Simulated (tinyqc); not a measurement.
Inside a calculation. Method: RHF in the sto-3g basis, for H2O, spin multiplicity 1. One step of it, computed by the program tinyqc.

Question. Iteration 2: DIIS coefficients. Solve [B -1; -1 0][c; lambda] = [0; -1] for the coefficients, which sum to one.

B (overlaps of the stored error matrices):
```
               1              2
1  2.3977881e+02  4.9716395e+01
2  4.9716395e+01  1.1056464e+01
```

Give: DIIS coefficients.

Answer.

DIIS coefficients: -0.2553  1.2553
